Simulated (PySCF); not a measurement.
**FSN, singlet: structure and spectrum**

All numbers come from PySCF, B3LYP, basis S def2-TZVP, N def2-TZVP, F def2-TZVP (no relativity, density fitting).

The structure is a minimum.

```xyz
3
charge 0 multiplicity 1, angstrom
S     0.0067    0.4061   -0.1856
N    -0.0074   -0.4511   -1.3422
F    -0.0058   -0.3507    1.3015
```

| Property | Result |
| --- | --- |
| Point group | Cs |
| Bond lengths | S–F 1.669 Å, S–N 1.440 Å |
| Bond angles | F–S–N 116.5° |
| Lowest empty level | -3.63 eV |
| Dipole moment | 1.99 D |
| Highest occupied level | -8.85 eV |
| Heat capacity Cp at 298.15 K | 44.0 J/(mol K) |
| Zero-point energy | 14.5 kJ/mol |
| Principal quadrupole moments (Buckingham, traceless) about the centre of mass | -5.46, 1.74, 3.72 D Å |
| Atomisation energy without zero-point energy | 834 kJ/mol |
| Principal polarisabilities | 15.6, 20.7, 34.1 bohr³ |
| Rotational symmetry number | 1 |
| Enthalpy at 298.15 K above 0 K | 11.18 kJ/mol |
| Rotational constants | 1.633, 0.2874, 0.2444 cm⁻¹ |
| Entropy at 298.15 K and 1 bar | 259.8 J/(mol K) |

Harmonic modes (masses in u: S 31.972, N 14.003, F 18.998):
```json
{"symmetry": "a'", "ω (cm⁻¹)": "374", "IR (km/mol)": "13.8", "type": "bend"}
{"symmetry": "a'", "ω (cm⁻¹)": "641", "IR (km/mol)": "213", "type": "stretch"}
{"symmetry": "a'", "ω (cm⁻¹)": "1416", "IR (km/mol)": "19.2", "type": "stretch"}
```

Charges (e):
| atom | Mulliken | Löwdin | polar tensor | Mayer order to S1 |
| --- | --- | --- | --- | --- |
| S1 | 0.49 | 0.62 | 0.90 | – |
| N2 | -0.23 | -0.40 | -0.24 | 2.57 |
| F3 | -0.27 | -0.22 | -0.66 | 0.86 |

Mulliken populations on S1: s 5.88, p 9.15, d 0.43, f 0.04.

Counting electrons, sulfur keeps 2 of its valence electrons outside its bonds, so the VSEPR class is AX2E1 and the expected shape is bent; with unlike ligands the computed point group is Cs.

Only a few start shapes were tried, so a lower isomer may exist.

The final relaxation and frequency run took 23 s on 2 threads of a shared Arm Neoverse V2 host, with 99 basis functions and 14 gradients; the process peaked at 0.89 GiB. Launch command: `OMP_NUM_THREADS=2 python axn.py task.json out`.
